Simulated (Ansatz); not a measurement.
Al(PH3)H3 (AlPH₆). The state is a singlet with charge 0. Geometry PBE-D4/def2-TZVP, basis def2-TZVP, Ansatz.

| run | HOMO (eV) | LUMO (eV) |
| --- | --- | --- |
| A | -10.92 | 2.55 |
| B | -6.64 | -1.33 |
| C | -8.03 | -0.16 |
| D | -6.90 | -0.97 |
| E | -9.23 | 0.75 |
| F | -10.61 | 1.91 |

LC-ωPBE has ω = 0.4 bohr⁻¹.

**Question.** The runs used CAM-B3LYP, HF, LC-ωPBE, LDA (SPW92), r2SCAN, r2SCAN0. Estimate which is which.

**Answer.** A HF (100 % exact exchange); B LDA (SPW92) (0 % exact exchange); C r2SCAN0 (25 % exact exchange); D r2SCAN (0 % exact exchange); E CAM-B3LYP (range-separated); F LC-ωPBE (range-separated). Exact exchange lowers occupied and raises empty levels; among semilocal functionals meta-GGAs tend to open the gap a little, and such runs are hard to tell apart. The gap grows from 5.31 eV (LDA (SPW92)) to 13.47 eV (HF).
